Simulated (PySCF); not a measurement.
Start geometry of `N=[PH3]` from GFN2-xTB (Å):
```
atom  x, y, z in Å
N1     1.1205    0.6215   -0.1120
P2    -0.2900   -0.0228    0.0115
H3     1.8647    0.0114   -0.1185
H4    -0.7630   -0.8922   -0.9544
H5    -1.2275    0.9787   -0.0215
H6    -0.6805   -0.7266    1.1503
```

**Question.** What comes out of this run: PBE0-D3(BJ)/def2-TZVP geometry optimisation, gas phase in PySCF 2.14.0?

**Answer.** 
```
atom  x, y, z in Å
N1     1.309    0.624   -0.180
P2    -0.103   -0.010   -0.066
H3     2.096   -0.010   -0.170
H4    -0.608   -0.907   -1.053
H5    -1.074    1.003   -0.100
H6    -0.510   -0.740    1.089
```

The energy falls by 10.2 kJ/mol over 6 energy and gradient evaluations, the largest force component goes from 0.0407 to 2.3e-04 Eh/bohr, and the atoms move by 0.033 Å rms after alignment. The bond that changes most is N1–H3 (ends: nitrogen bonded to P and H; N–H hydrogen), which lengthens by 0.049 Å. Bonds longer at the end by more than 0.005 Å: 4 of 5; shorter: 0. Rotational constants go from 96677, 15986, 15626 to 92441, 15845, 15456 MHz. The orientation of the end geometry is arbitrary; only internal coordinates are fixed.

The run used 92 basis functions and 36 SCF cycles in all. Time: 7.5 s wall; peak memory 0.39 GiB. Hardware: one thread, Intel Xeon 6975P-C (x86_64), shared host with 192 logical CPUs at a one-minute load of 68.

Not checked by PBE0-D3(BJ)/def2-TZVP frequencies.
